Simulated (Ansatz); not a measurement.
# C2H4ClF3: the cost of one run

Method: the levels named in each step, in Ansatz 0.2.0.

### 1 Starting point

Bond lengths: F1–C2 1.350 Å, C2–Cl3 1.777 Å, F4–C5 1.347 Å, C5–F6 1.346 Å, C2–H7 1.093 Å, C2–H8 1.093 Å, C5–H9 1.098 Å, C5–H10 1.098 Å. Angles: F1–C2–Cl3 109.4°, F1–C2–H7 108.5°, F1–C2–H8 108.6°, Cl3–C2–H7 108.7°, Cl3–C2–H8 108.7°, H7–C2–H8 112.9°, F4–C5–F6 107.4°, F4–C5–H9 108.8°, F4–C5–H10 108.9°, F6–C5–H9 108.8°, F6–C5–H10 108.9°, H9–C5–H10 113.8°.

As a file:

```xyz
10

F     0.6675   -1.1753    2.3073
C     0.4301   -0.5939    1.1122
Cl   -1.3098   -0.2744    0.9463
F     0.8911    1.6430   -1.1928
C     0.0874    0.9903   -2.0539
F     0.5079   -0.2872   -2.1092
H     0.9657    0.3583    1.0770
H     0.7368   -1.2842    0.3217
H    -0.9382    1.0091   -1.6631
H     0.1906    1.4422   -3.0491
```

### 2 A rough first relaxation, PBE-D4/def2-SVP

This run stands in another session on the same molecule. It ended at:

```xyz
10

F     0.7294   -1.1417    2.2909
C     0.4158   -0.5971    1.0896
Cl   -1.3557   -0.2663    0.9777
F     0.9044    1.6814   -1.1508
C     0.1135    0.9769   -2.0120
F     0.5661   -0.3097   -2.0679
H     0.9282    0.3756    0.9527
H     0.6600   -1.2956    0.2651
H    -0.9285    0.9747   -1.6224
H     0.1959    1.4298   -3.0266
```

### 3 Relaxation, PBE0-D4/def2-TZVPP

The input, input.yaml:

```yaml
crystal:
  periodic: [false, false, false]
  atoms:
    - { symbol: F, position_ang: [0.72940651, -1.1416749, 2.29094563] }
    - { symbol: C, position_ang: [0.41575278, -0.59712141, 1.08955238] }
    - { symbol: Cl, position_ang: [-1.35571478, -0.26633754, 0.97772658] }
    - { symbol: F, position_ang: [0.90436869, 1.68137627, -1.1507829] }
    - { symbol: C, position_ang: [0.1135075, 0.97693859, -2.01195499] }
    - { symbol: F, position_ang: [0.56613173, -0.30971531, -2.06788555] }
    - { symbol: H, position_ang: [0.92819702, 0.37555327, 0.95267651] }
    - { symbol: H, position_ang: [0.65997793, -1.29564119, 0.26506693] }
    - { symbol: H, position_ang: [-0.92851896, 0.97468687, -1.62243755] }
    - { symbol: H, position_ang: [0.19594159, 1.42980535, -3.02658705] }
basis:
  gaussian: { orbitals: def2-TZVPP }
hamiltonian:
  xc: pbe0
  dispersion: d4
relax:
  f_tol: 0.002
  max_steps: 150
```

Command:

```sh
$ ansatz run input.yaml --threads 4 --pin off --max-ram 10240MiB --backend cpu --events-out ev --progress --plain --runs-dir out
```

What time and memory should one allow on 4 threads of Intel Xeon 6975P-C (Granite Rapids), shared host?

About 28 s, with a peak of 0.73 GiB.
